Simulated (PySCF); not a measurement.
C₃H₆P₂.
Z-matrix (Å and degrees, PBE0-D3(BJ)/def2-SVP geometry), rows numbered from 1:
```
C 
C   1  1.3449
C   2  1.4434  1  123.63
P   3  1.6870  2  131.20  1   175.78
P   4  2.2345  3  101.75  2    -0.05
H   1  1.0945  2  121.37  3    -0.76
H   1  1.0925  2  121.37  3   179.43
H   2  1.0968  1  119.16  3  -179.54
H   3  1.1002  2  115.26  1    -3.50
H   5  1.4276  4   93.04  3   175.12
H   5  1.4310  4   95.10  3   -91.58
```

The closed-shell ground state was solved at several levels (PySCF, density fitting, gas phase, non-relativistic).

```json
{"level": "PBE0/pcSseg-1", "basis functions": "129", "total energy (Eh)": "-800.1350", "HOMO (eV)": "-6.69", "LUMO (eV)": "-2.31", "gap (eV)": "4.38", "dipole (D)": "1.23"}
{"level": "PBE0/pcSseg-2", "basis functions": "278", "total energy (Eh)": "-800.2559", "HOMO (eV)": "-6.67", "LUMO (eV)": "-2.33", "gap (eV)": "4.34", "dipole (D)": "1.17"}
```

(1) What might B3LYP/def2-SVPD (156 basis functions) give for the same quantities?

(2) Over all these levels, which gives the widest orbital gap and which the narrowest?

(3) How far do the dipole and the HOMO energy spread over the levels?

Results:

(1) Total energy -800.3378 Eh, HOMO -6.44 eV, LUMO -2.42 eV, gap 4.02 eV, dipole 1.07 D.

(2) PBE0/pcSseg-1 (global hybrid, 25 % exact exchange) has the widest, 4.38 eV, and B3LYP/def2-SVPD (global hybrid, 20 % exact exchange) the narrowest, 4.02 eV. Functional and basis both differ between the two, so the spread mixes both effects.

(3) The dipole runs from 1.07 to 1.23 D (mean 1.16 D) and the HOMO from -6.69 to -6.44 eV.

One conformer stands for the species.
